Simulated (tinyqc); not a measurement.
Worked calculation: Pariser-Parr-Pople SCF with singles CI, for the molecule c1ccsc1 (SMILES; centres numbered as the heavy atoms are written). Computed by tinyqc, a small Python program that keeps every step. Settings: charge = 0, gamma = MN, start = huckel, damping = 0.3, iteration cap = 80, excitations kept = 4. Command: `OMP_NUM_THREADS=1 python tinyqc.py 29536 29537 out.jsonl` (the two numbers bound the seeds that draw the settings). One thread of a shared host (Intel(R) Xeon(R) Processor @ 2.60GHz), about 0.01 s of CPU time with the checks. Later iterations appear only in the table of the cycle.

## PPP integrals

Centres (angstrom, eV; a flat drawing with bonds scaled to 1.40 angstrom):
```
centre          x          y  core charge z          W   gamma_rr
1C       1.191000   0.000000              1  11.160000  11.130000
2C       0.368000   1.133000              1  11.160000  11.130000
3C      -0.963000   0.700000              1  11.160000  11.130000
4S      -0.963000  -0.700000              2  22.000000  13.000000
5C       0.368000  -1.133000              1  11.160000  11.130000
```

Resonance integrals (eV):
```
i  j       beta
1  2  -2.390000
2  3  -2.390000
3  4  -2.020000
4  5  -2.020000
5  1  -2.390000
```

Mataga-Nishimoto: gamma = 14.399645/(R + a), a = 2 x 14.399645/(gamma_rr + gamma_ss); H_rr = -W_r - sum_(s != r) z_s gamma_rs; H_rs = beta for bonds.

repulsion gamma_rs (eV), order 1C, 2C, 3C, 4S, 5C:
```
[[11.130000, 5.344818, 4.046371, 4.163681, 5.344818],
 [5.344818, 11.130000, 5.346212, 4.163220, 4.045107],
 [4.046371, 5.346212, 11.130000, 5.552194, 4.045936],
 [4.163681, 4.163220, 5.552194, 13.000000, 5.552920],
 [5.344818, 4.045107, 4.045936, 5.552920, 11.130000]]
```

core matrix H (eV), order 1C, 2C, 3C, 4S, 5C:
```
[[-34.223368, -2.390000, 0.000000, 0.000000, -2.390000],
 [-2.390000, -34.222577, -2.390000, 0.000000, 0.000000],
 [0.000000, -2.390000, -35.702907, -2.020000, 0.000000],
 [0.000000, 0.000000, -2.020000, -41.432014, -2.020000],
 [-2.390000, 0.000000, 0.000000, -2.020000, -35.701701]]
```

## Starting guess

pi electrons, sum of z_r less the charge = 6

Orbitals of the Hueckel matrix of the beta values.

P at the start, order 1C, 2C, 3C, 4S, 5C:
```
[[1.185525, 0.632739, -0.227346, -0.261797, 0.667082],
 [0.632739, 1.185525, 0.667082, -0.261797, -0.227346],
 [-0.227346, 0.667082, 1.191603, 0.633457, -0.255610],
 [-0.261797, -0.261797, 0.633457, 1.245743, 0.633457],
 [0.667082, -0.227346, -0.255610, 0.633457, 1.191603]]
```

## Iteration 1: Fock matrix

F_rr = H_rr + P_rr gamma_rr / 2 + sum_(s != r) P_ss gamma_rs; F_rs = H_rs - P_rs gamma_rs / 2; E = tr P (H + F) / 2 + core repulsion sum_(r<s) z_r z_s gamma_rs.

F (eV), order 1C, 2C, 3C, 4S, 5C:
```
[[-4.912056, -4.080937, 0.459962, 0.545020, -4.172715],
 [-4.080937, -4.911683, -4.173180, 0.544959, 0.459818],
 [0.459962, -4.173180, -6.198733, -3.778538, 0.517092],
 [0.545020, 0.544959, -3.778538, -10.230045, -3.778768],
 [-4.172715, 0.459818, 0.517092, -3.778768, -6.199774]]
```

pi energy = -82.290394 eV

## Iteration 1: orbitals and new P

Diagonalise F (the basis is taken as orthonormal) and form P = 2 sum c c over the lowest orbitals; 0.3 of the old P is kept.

orbital energies (eV): [-14.232271, -10.036085, -9.262055, -0.636658, 1.714777]

P after iteration 1, order 1C, 2C, 3C, 4S, 5C:
```
[[1.109286, 0.618764, -0.145953, -0.262397, 0.713236],
 [0.618764, 1.109280, 0.713252, -0.262347, -0.145971],
 [-0.145953, 0.713252, 1.159251, 0.558121, -0.350200],
 [-0.262397, -0.262347, 0.558121, 1.462873, 0.558123],
 [0.713236, -0.145971, -0.350200, 0.558123, 1.159310]]
```

## Iteration 2: Fock matrix

As before.

F (eV), order 1C, 2C, 3C, 4S, 5C:
```
[[-5.143295, -4.043591, 0.295291, 0.546268, -4.296059],
 [-4.043591, -5.143105, -4.296599, 0.546103, 0.295234],
 [0.295291, -4.296599, -6.019998, -3.569399, 0.708444],
 [0.546268, 0.546103, -3.569399, -9.812510, -3.569607],
 [-4.296059, 0.295234, 0.708444, -3.569607, -6.020581]]
```

pi energy = -82.860237 eV

## Iteration 2: orbitals and new P

As before.

orbital energies (eV): [-13.781888, -10.148318, -9.299752, -0.380939, 1.471409]

P after iteration 2, order 1C, 2C, 3C, 4S, 5C:
```
[[1.087447, 0.606111, -0.119518, -0.260304, 0.735026],
 [0.606111, 1.087432, 0.735047, -0.260242, -0.119532],
 [-0.119518, 0.735047, 1.139700, 0.527001, -0.378943],
 [-0.260304, -0.260242, 0.527001, 1.545665, 0.527014],
 [0.735026, -0.119532, -0.378943, 0.527014, 1.139757]]
```

## Iteration 3: Fock matrix

As before.

F (eV), order 1C, 2C, 3C, 4S, 5C:
```
[[-5.220506, -4.009777, 0.241808, 0.541912, -4.354290],
 [-4.009777, -5.220356, -4.354860, 0.541723, 0.241760],
 [0.241808, -4.354860, -5.953409, -3.483006, 0.766591],
 [0.541912, 0.541723, -3.483006, -9.673382, -3.483233],
 [-4.354290, 0.241760, 0.766591, -3.483233, -5.953866]]
```

pi energy = -83.052077 eV

## Iteration 3: orbitals and new P

As before.

orbital energies (eV): [-13.643288, -10.147925, -9.324113, -0.299424, 1.393231]

P after iteration 3, order 1C, 2C, 3C, 4S, 5C:
```
[[1.081516, 0.596963, -0.110603, -0.258935, 0.746169],
 [0.596963, 1.081494, 0.746193, -0.258870, -0.110611],
 [-0.110603, 0.746193, 1.129028, 0.513217, -0.386406],
 [-0.258935, -0.258870, 0.513217, 1.578886, 0.513238],
 [0.746169, -0.110611, -0.386406, 0.513238, 1.129076]]
```

## Convergence

Stop when output and input P, before any damping, agree to 1e-7.

Course of the cycle:
```
iteration        E (eV)  largest |P(out) - P(in)|
1          -82.29039409                  3.10e-01
2          -82.86023678                  1.18e-01
3          -83.05207678                  4.75e-02
4          -83.11466259                  2.01e-02
5          -83.13484666                  8.99e-03
6          -83.14134645                  4.24e-03
7          -83.14344933                  2.26e-03
8          -83.14413570                  1.42e-03
9          -83.14436238                  8.86e-04
10         -83.14443829                  5.53e-04
11         -83.14446409                  3.44e-04
...                 ...                       ...
19         -83.14447786                  7.75e-06
20         -83.14447787                  4.82e-06
21         -83.14447787                  3.00e-06
22         -83.14447787                  1.87e-06
23         -83.14447787                  1.16e-06
24         -83.14447787                  7.22e-07
25         -83.14447787                  4.49e-07
26         -83.14447787                  2.79e-07
27         -83.14447787                  1.74e-07
28         -83.14447787                  1.08e-07
29         -83.14447787                  6.72e-08
```

Converged in 29 iterations.

## Converged orbitals

Charges are z - P_rr.

orbital energies (eV): [-13.557219, -10.116463, -9.357059, -0.258897, 1.351793]

coefficients, order 1C, 2C, 3C, 4S, 5C:
```
[[0.333149, -0.551271, 0.353573, -0.291681, -0.612389],
 [0.333177, -0.551437, -0.353267, -0.291453, 0.612509],
 [0.426717, -0.039758, -0.612433, 0.562382, -0.353531],
 [0.643292, 0.623606, -0.000171, -0.444175, 0.000054],
 [0.426724, -0.039402, 0.612465, 0.562505, 0.353310]]
```

pi charges: [-0.079804, -0.079776, -0.117485, 0.394583, -0.117519]

## Singles CI, singlets

Over the 4 single excitations with the smallest orbital gaps: A = (e_a - e_i) delta + 2 (ia|jb) - (ij|ab), with (pq|rs) = sum c_mp c_mq gamma_mn c_nr c_ns. f = 2/3 w |mu|^2 in atomic units, mu = sqrt2 sum c_ia sum_m c_mi c_ma R_m.

singlet CI matrix (eV), order 3>4, 2>4, 3>5, 2>5:
```
[[6.017657, -0.000352, 0.000547, 0.253318],
 [-0.000352, 6.290427, -0.847735, -0.000087],
 [0.000547, -0.847735, 7.219018, 0.000064],
 [0.253318, -0.000087, 0.000064, 7.822018]]
```

singlet excitation energies (eV): [5.788169, 5.982768, 7.721276, 7.856907]

oscillator strengths: [0.074122, 0.339968, 0.931384, 0.377250]

## Singles CI, triplets

Over the 4 single excitations with the smallest orbital gaps: A = (e_a - e_i) delta - (ij|ab), with (pq|rs) = sum c_mp c_mq gamma_mn c_nr c_ns.

triplet CI matrix (eV), order 3>4, 2>4, 3>5, 2>5:
```
[[2.778699, 0.000066, -0.000176, 0.582817],
 [0.000066, 4.040600, 0.582817, 0.000250],
 [-0.000176, 0.582817, 4.807432, -0.000148],
 [0.582817, 0.000250, -0.000148, 5.226960]]
```

triplet excitation energies (eV): [2.647038, 3.726389, 5.121643, 5.358621]
